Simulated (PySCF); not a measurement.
**Static response to an electric field**

Compound: biisopropenyl, C6H10.
Cartesian coordinates in Å at the GFN2-xTB level; atoms count from 1:
```
atom  x, y, z in Å
C1     0.3776    1.7902   -0.1479
C2     0.4199    0.4771   -0.3693
C3     1.3551   -0.0756   -1.4075
C4    -0.4212   -0.4758    0.3681
C5    -0.3788   -1.7887    0.1459
C6    -1.3561    0.0765    1.4064
H7    -0.2688    2.2468    0.5794
H8     1.0059    2.4675   -0.7024
H9     0.7991   -0.6072   -2.1783
H10    2.0608   -0.7704   -0.9546
H11    1.9159    0.7279   -1.8782
H12   -1.0056   -2.4669    0.7008
H13    0.2669   -2.2448   -0.5823
H14   -1.9164   -0.7269    1.8772
H15   -0.8001    0.6080    2.1769
H16   -2.0618    0.7713    0.9541
```

Level: PBE0/def2-SVPD (PySCF), static field, nuclei fixed, core orbitals frozen in the response. The polarisability tensor in these axes (au):

```
x    63.56   4.00 -11.36
y     4.00  99.34   2.30
z   -11.36   2.30  64.02
```

Problem. Diagonalise the tensor; give its mean and Δα, where Δα² is half the sum of the squared differences of the eigenvalues.

Solution. Principal values 52.01, 75.11 and 99.81 au; mean 75.64 au = 11.21 Å³ = 12.47 × 10⁻⁴⁰ C²·m²/J; Δα = 41.41 au (55 % of the mean).

Problem. What is the dipole moment?

Solution. 0.00 D; point group C2h allows none.

Problem. Molar refractivity from α?

Solution. Lorentz–Lorenz: R = (4π/3)N_A α = 2.5225 cm³/(mol·Å³) × 11.21 Å³ = 28.3 cm³/mol, in the limit of long wavelengths.

Problem. Refractivity n − 1 of an ideal gas of it at 298.15 K and 1 atm, from the electronic α?

Solution. N = p/kT = 2.4615 × 10¹⁹ cm⁻³, so n − 1 = 2π × N × 11.21 × 10⁻²⁴ cm³ = 1734 × 10⁻⁶ at long wavelengths, for an ideal gas.

Problem. Traceless (Buckingham) quadrupole moment about the centre of nuclear charge: eigenvalues?

Solution. -4.40, 1.61, 2.78 D·Å. With no charge and no dipole, the values don't depend on the origin. The electronic extent ⟨r²⟩ about the same centre is 647 bohr², a root-mean-square distance of 1.98 Å for the 46 electrons.

Problem. Rayleigh depolarisation ratio (linearly polarised light, static tensor)?

Solution. ρ = 3Δα²/(45ᾱ² + 4Δα²) = 5144.1/(257472 + 6858.8) = 0.0195.

The structure is a single GFN2-xTB conformer in the gas phase; no vibrational or solvent corrections.
